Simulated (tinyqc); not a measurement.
Stretching all distances: RHF, UHF, MP2, CISD and CCSD against full CI in the sto-6g basis, for BH, spin multiplicity 1. Computed by the program tinyqc with PySCF. All coordinates are multiplied by the scale. c0^2 is the weight of the RHF determinant in the lowest singlet FCI state (UHF is spin-contaminated and may lie near states of higher spin) and n(LUMO) the first natural occupation beyond the occupied space.

Geometry (angstrom):
```
atom,x,y,z
B,0.0000,0.0000,0.0000
H,0.0000,0.0000,1.0670
```

Full CI energy (hartree) and errors against it (kcal/mol):
```
scale,distance 1-2 (angstrom),E(FCI),RHF,UHF,MP2,CISD,CCSD,<S^2> UHF,c0^2,n(LUMO)
0.890,0.950,-25.00101,32.154,20.355,16.426,0.839,0.150,0.644,0.911,0.085
1.060,1.131,-25.05345,34.376,25.364,17.034,1.007,0.112,0.581,0.914,0.078
1.240,1.323,-25.05660,38.416,31.720,18.596,1.365,0.103,0.516,0.911,0.073
1.410,1.504,-25.03847,43.897,38.859,20.987,1.899,0.106,0.460,0.902,0.070
1.750,1.867,-24.98654,60.016,51.828,28.587,3.690,0.107,0.637,0.859,0.154
1.930,2.059,-24.96165,71.335,47.636,34.046,5.099,0.096,0.765,0.817,0.240
2.100,2.241,-24.94288,83.529,41.425,39.780,6.695,0.077,0.824,0.765,0.342
```

Estimate the missing row, scale = 1.58.

Computed row:
```
scale  distance 1-2 (angstrom)     E(FCI)     RHF     UHF     MP2   CISD   CCSD  <S^2> UHF   c0^2  n(LUMO)
1.580                    1.686  -25.01293  51.081  47.304  24.313  2.660  0.110      0.409  0.886    0.095
```

UHF lies below RHF over the whole range. The weight c0^2 goes from 0.91 to 0.77 and n(LUMO) from 0.08 to 0.34: static correlation grows as the bonds break into open-shell fragments. The spread of the error along the curve, which distorts its shape, is CCSD 0.1, CISD 5.9, MP2 23.4, UHF 31.5, RHF 51.4 kcal/mol.
